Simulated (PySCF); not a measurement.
C4H7F.
Bonds: C1–C2, C2–F3, C2–C4, C4–C5, C2–C5. Hydrogens: H6, H7, H8 on C1; H9, H10 on C4; H11, H12 on C5.

The same species was optimised twice, with GFN2-xTB and with PBE0-D3(BJ)/def2-SVP (PySCF), and the same property calculations (PySCF, gas phase) were run on both structures.

| coordinate | GFN2-xTB | PBE0-D3(BJ)/def2-SVP | change |
| --- | --- | --- | --- |
| C5–H12 (Å) | 1.079 | 1.093 | +0.014 |
| C4–H10 (Å) | 1.079 | 1.093 | +0.014 |
| C5–H11 (Å) | 1.079 | 1.093 | +0.014 |
| C4–H9 (Å) | 1.079 | 1.093 | +0.014 |
| C1–H7 (Å) | 1.086 | 1.098 | +0.012 |
| C1–H6 (Å) | 1.089 | 1.101 | +0.012 |
| C1–H8 (Å) | 1.089 | 1.101 | +0.012 |
| C2–F3 (Å) | 1.377 | 1.368 | -0.009 |
| C1–C2 (Å) | 1.504 | 1.497 | -0.007 |
| C4–C5 (Å) | 1.507 | 1.513 | +0.006 |
| C2–C4 (Å) | 1.494 | 1.490 | -0.004 |
| C2–C5 (Å) | 1.494 | 1.490 | -0.004 |
| C2–C5–H11 (°) | 117.7 | 116.2 | -1.5 |
| C2–C4–H9 (°) | 117.6 | 116.4 | -1.2 |
| C2–C1–H7 (°) | 110.0 | 110.7 | +0.7 |
| H11–C5–H12 (°) | 114.3 | 115.0 | +0.7 |
| C2–C5–H12 (°) | 118.1 | 118.8 | +0.7 |
| H6–C1–H7 (°) | 109.1 | 108.4 | -0.7 |
| H7–C1–H8 (°) | 109.1 | 108.4 | -0.7 |
| H9–C4–H10 (°) | 114.3 | 115.0 | +0.7 |

Rotational constants: A = 6719, B = 5301, C = 3971 MHz (GFN2-xTB) against A = 6726, B = 5333, C = 4005 MHz (PBE0-D3(BJ)/def2-SVP). Point groups within 0.08 Å: Cs and Cs. Atoms that the bonding makes alike are paired by their places after alignment.

On the GFN2-xTB structure: lowest singlet, TDDFT (eV) 7.52 [PBE0/def2-SVPD]; lowest triplet, Tamm–Dancoff (eV) 7.36 [PBE0/def2-SVPD]; isotropic polarisability (au) 47.6 [PBE0/def2-SVPD]; HOMO (eV) -7.92 [PBE0/def2-SVPD]; LUMO (eV) 0.80 [PBE0/def2-SVPD]; dipole (D) 1.85 [PBE0/def2-SVPD]; HOMO (eV) -7.84 [PBE0/pcSseg-1]; LUMO (eV) 1.53 [PBE0/pcSseg-1]; dipole (D) 1.75 [PBE0/pcSseg-1]; GIAO shielding of C1 (ppm) 163.4 [PBE0/pcSseg-1]; GIAO shielding of C2 (ppm) 109.7 [PBE0/pcSseg-1]; GIAO shielding of F3 (ppm) 374.8 [PBE0/pcSseg-1]; GIAO shielding of C4/C5 (mean) (ppm) 173.3 [PBE0/pcSseg-1].

**Question.** What do these properties become on the PBE0-D3(BJ)/def2-SVP structure?

**Answer.** 
```csv
property,level,on GFN2-xTB,on PBE0-D3(BJ)/def2-SVP,change
"lowest singlet, TDDFT (eV)",PBE0/def2-SVPD,7.52,7.50,-0.02
"lowest triplet, Tamm–Dancoff (eV)",PBE0/def2-SVPD,7.36,7.35,-0.01
isotropic polarisability (au),PBE0/def2-SVPD,47.6,48.2,+0.6
HOMO (eV),PBE0/def2-SVPD,-7.92,-7.92,0.00
LUMO (eV),PBE0/def2-SVPD,0.80,0.79,-0.01
dipole (D),PBE0/def2-SVPD,1.85,1.80,-0.05
"energy, GFN2-xTB geometry as zero (kcal/mol)",PBE0/def2-SVPD,0.0,-0.5,-0.5
HOMO (eV),PBE0/pcSseg-1,-7.84,-7.84,0.00
LUMO (eV),PBE0/pcSseg-1,1.53,1.49,-0.04
dipole (D),PBE0/pcSseg-1,1.75,1.70,-0.05
"energy, GFN2-xTB geometry as zero (kcal/mol)",PBE0/pcSseg-1,0.0,-0.2,-0.2
GIAO shielding of C1 (ppm),PBE0/pcSseg-1,163.4,161.7,-1.7
GIAO shielding of C2 (ppm),PBE0/pcSseg-1,109.7,111.6,+1.9
GIAO shielding of F3 (ppm),PBE0/pcSseg-1,374.8,374.3,-0.5
GIAO shielding of C4/C5 (mean) (ppm),PBE0/pcSseg-1,173.3,171.0,-2.3
```

The heavy atoms differ by 0.008 Å rms after alignment (one structure mirrored). Among all bonds C4–H9, C4–H10, C5–H11 and C5–H12 change most and about equally (+0.014 Å). Changes are differences of the printed values. Neither structure is proved a minimum here.
